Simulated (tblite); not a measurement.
Isomers of C4H10NO (doublet state). Level: GFN2-xTB in tblite, geometry and Hessian alike; calculated harmonic values, unscaled, isolated species. The method is semi-empirical: single wavenumbers can be off by several per cent or more. One conformer each. Open shells enter through the occupations alone, without spin polarisation, and single modes of such species can be off by tens of per cent.

Electronic energies: GFN2-xTB at the same geometries; isomer energies are rough at this level and their order can be wrong.

```json
{"SMILES": "CC(C)(C)N[O]", "electronic energy, lowest = 0 (kcal/mol)": "0.0"}
{"SMILES": "[CH2]OCCCN", "electronic energy, lowest = 0 (kcal/mol)": "7.9"}
{"SMILES": "COCCC[NH]", "electronic energy, lowest = 0 (kcal/mol)": "9.4"}
```

How do GFN2-xTB zero-point energies change the relative energies?

```tsv
SMILES	ZPE (kcal/mol)	of it from modes above 1550 cm⁻¹	electronic (kcal/mol)	with ZPE, lowest = 0 (kcal/mol)	lowest mode (cm⁻¹)	rings
CC(C)(C)N[O]	86.1	43.8	0.0	0.0	55	0
[CH2]OCCCN	85.4	46.2	7.9	7.2	52	0
COCCC[NH]	84.8	42.0	9.4	8.1	63	0
```

The zero-point energies span 1.3 kcal/mol, from `COCCC[NH]` to `CC(C)(C)N[O]`. The order is unchanged.

What do entropy and thermal enthalpy add at 298.15 K and 1 bar (rigid rotor, harmonic oscillator, one conformer each)?

| SMILES | point group | symmetry number | S (cal/(mol K)) | H − H(0) (kcal/mol) | ZPE + H − H(0) − TS (kcal/mol) |
| --- | --- | --- | --- | --- | --- |
| CC(C)(C)N[O] | C1 | 1 | 87.4 | 5.72 | 65.7 |
| [CH2]OCCCN | C1 | 1 | 90.3 | 5.90 | 64.4 |
| COCCC[NH] | C1 | 1 | 87.9 | 5.58 | 64.2 |

S holds R ln(2S + 1) for the spin.
